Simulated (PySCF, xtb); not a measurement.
F4Si, SMILES F[Si](F)(F)F (connectivity only; charge and spin as stated), charge -1, multiplicity 2.

Harmonic wavenumbers (cm⁻¹) from GFN2-xTB (xtb) at its own minimum, in rising order: 123, 241, 290, 341, 343, 425, 537, 713, 768.

Q: What does PBE-D3(BJ)/def2-SVPD (PySCF 2.14.0) give at its own minimum? (An estimate is asked for; the answer gives what the named calculation found.)

A: 169, 214, 282, 353, 364, 491, 713, 716, 744. Paired by order, the mean absolute difference is 42 cm⁻¹ and the zero-point energies are 5.4 and 5.8 kcal/mol.
